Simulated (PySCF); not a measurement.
**Li: electron affinity**

Li⁻ [He] 2s2 (1S) → Li [He] 2s1 (2S), as a difference of total energies. Calculation: PySCF 2.14, in dyall-av3z; scalar relativity by spin-free X2C-1e. Correlated levels: valence: 1s2 frozen; virtual orbitals above 40 to 60 times the deepest correlated orbital energy dropped. The calculations carry no spin-orbit coupling.

| method | electron affinity (eV) |
| --- | --- |
| UHF | -0.123 |
| MP2 (valence) | 0.332 |
| SCS-MP2 (valence) | 0.423 |
| CCSD (valence) | 0.615 |

Errors of the correlated levels include the incompleteness of this basis and the frozen core.

A negative affinity means that the anion lies above the atom at that level of theory.

With two correlated electrons CCSD is exact in that space.

The coupled-cluster amplitudes are large for Li⁻ (T1 above 0.03 or a double amplitude above 0.15), so a single reference is strained.

For comparison: 0.618 eV (measured; photodetachment measurements, as compiled on the Wikipedia data page of electron affinities).
